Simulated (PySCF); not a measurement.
# PN: bond curves at several levels of theory

One table from this session's results is given with a row withheld; the runs are named, their logs left out.

Method: P def2-TZVPP, N def2-TZVPP, no relativity; program: PySCF 2.14.0.

Set-up of the first run:

Settings of the job:

| Property | Result |
| --- | --- |
| atoms | P, N |
| charge | 0 |
| basis | P def2-TZVPP, N def2-TZVPP |
| Hamiltonian | no relativity |
| basis functions | 73 |
| electrons treated | 22 |
| masses in u | 30.9738, 14.0031 |
| levels | PBE0, PBE, r²SCAN, r²SCAN0, M06-2X, MN15, B2PLYP, HSE06, HF, MP2, SCS-MP2, CCSD, CCSD(T) |
| grid | 80 radial by 434 angular points |
| occupations | held fixed by the projection of orbital angular momentum |
| dissociation limit | P + N, each in its ground configuration |
| starting distance in angstrom | 1.720 |
| values of 2S to try | 0, 2, 4 |

The run is started by

```
OMP_NUM_THREADS=1 python dia.py task.json out
```

Among the steps run: Input; First curve: PBE0; Higher solutions at PBE0; PBE; r²SCAN (meta-GGA); r²SCAN0 (hybrid meta-GGA); M06-2X; MN15; B2PLYP; HSE06 (range-separated hybrid); RHF; Correlated methods on the Hartree–Fock reference.

One table of the session follows, with a row left open; its other results are not shown here.

Energy (eV) from each level's lowest point:

```
R (Å)    RHF  RHF-MP2  RHF-SCS-MP2  RHF-CCSD  RHF-CCSD(T)
1.274  1.858    2.722        2.656       n/a          n/a
1.334  0.714    1.368        1.313     1.108        1.221
1.393  0.143    0.558        0.516     0.372        0.443
1.438  0.000    0.215        0.186     0.096        0.133
1.482      ?        ?            ?         ?            ?
1.526  0.237    0.000        0.000     0.045        0.006
1.586  0.668    0.089        0.112     0.269        0.175
1.660  1.406    0.350        0.408     0.733        0.563
1.749  2.471    0.774        0.878     1.452        1.183
1.867  4.031    1.363        1.541       n/a          n/a
```

**Question.** Estimate the row for R (Å) = 1.482.

Worked estimate for «RHF». A straight line through the neighbours (1.438, 0.000) and (1.526, 0.237) gives 0.000 + (0.237 − 0.000) × (1.482 − 1.438) / (1.526 − 1.438) = 0.118; a parabola fitted to 4 rows on both sides gives 0.051.

The run gave: RHF: 0.045; RHF-MP2: 0.043; RHF-SCS-MP2: 0.027; RHF-CCSD: 0.000; RHF-CCSD(T): 0.000. In «RHF» the line misses by +0.073 and the parabola by +0.006.

Caveats from the session: Lowest PBE0 solution found, without spin–orbit coupling: ¹Σ⁺ (singlet), closed shell. Warnings in the runs' records: inverted.
